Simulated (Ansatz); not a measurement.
**C₂H₃F (built from SMILES C[C]F): a reaction path by the nudged elastic band**

What path joins these two structures, and how high does it climb? Both ends were relaxed at PBE0-D4 in triple zeta.

Method: PBE0-D4/def2-SVP; program: Ansatz 0.2.0, Gaussian basis.

10 further runs of the same task are left out: 10 set aside as unsound or not needed.

### Step 1. The starting structure

The first end: 6 atoms, charge 0, spin multiplicity 1.

Atoms are counted from 1 here; the program's logs count them from 0.

Bond lengths: H1–C2 1.102 Å, C2–C3 1.478 Å, C2–H5 1.093 Å, C2–H6 1.094 Å, C3–F4 1.316 Å. Angles: H1–C2–C3 103.4°, H1–C2–H5 104.8°, H1–C2–H6 109.8°, C3–C2–H5 109.1°, C3–C2–H6 116.2°, H5–C2–H6 112.6°, C2–C3–F4 107.5°.

Geometry (Å):

```
H     0.25653   -1.06264    0.66687
C     0.30067   -0.02881    0.28888
C    -0.24106   -0.14169   -1.08120
F    -1.44292    0.39337   -1.07692
H     1.36699    0.20307    0.23443
H    -0.24021    0.63660    0.96804
```

The second end:

```xyz
6
charge 0, multiplicity 1
H     0.02971   -1.33406   -0.78869
C     0.39349    0.37719    0.44151
C    -0.29345   -0.37947   -0.38846
F    -1.50337   -0.03297   -0.83716
H     1.36823    0.04761    0.77255
H     0.00539    1.32159    0.80034
```

### Step 2. The band at PBE0-D4/def2-SVP

neb/in.yaml

```yaml
crystal:
  periodic: [false, false, false]
  atoms:
    - {symbol: H, position_ang: [0.256526, -1.062637, 0.666872]}
    - {symbol: C, position_ang: [0.300673, -0.028806, 0.288878]}
    - {symbol: C, position_ang: [-0.241063, -0.141688, -1.081202]}
    - {symbol: F, position_ang: [-1.442916, 0.393369, -1.076925]}
    - {symbol: H, position_ang: [1.366994, 0.203067, 0.234434]}
    - {symbol: H, position_ang: [-0.240213, 0.636595, 0.968042]}
basis:
  gaussian: {orbitals: def2-SVP}
hamiltonian: {xc: pbe0, dispersion: d4}
neb:
  images: 5
  climbing: true
  max_iterations: 40
  initial_path: idpp
  final_atoms:
    - {symbol: H, position_ang: [0.029707, -1.334059, -0.788686]}
    - {symbol: C, position_ang: [0.393493, 0.377191, 0.441506]}
    - {symbol: C, position_ang: [-0.293445, -0.379467, -0.388462]}
    - {symbol: F, position_ang: [-1.503375, -0.032966, -0.837158]}
    - {symbol: H, position_ang: [1.368233, 0.047608, 0.772555]}
    - {symbol: H, position_ang: [0.005387, 1.321594, 0.800345]}
```

Started as:

```console
> ansatz run in.yaml --threads 2 --pin off --events-out ev --progress --plain --max-ram 4352MiB
```

Q: Predict the outcome of this session. Wanted: from earlier runs: barrier over the separately found saddle, CCSD(T)/def2-TZVPP.

**Answer**, as computed:

| quantity | value |
| --- | --- |
| PBE0-D4/def2-SVP, 10 iterations | highest 0.651 eV (image 2), last end -2.373 eV |
| from earlier runs: barrier over the separately found saddle, CCSD(T)/def2-TZVPP | 0.790 eV |

**Reading.** The highest image lies 0.651 eV above the first end, and it climbed, so it estimates the saddle. The ends are not quite minima at this level (largest force component 0.74 eV/Å), so the heights are unreliable: relaxing the first end would lower it and raise the barrier above it. The highest image is 0.139 eV below the CCSD(T) barrier in triple zeta, which comes from separate runs on the saddle.
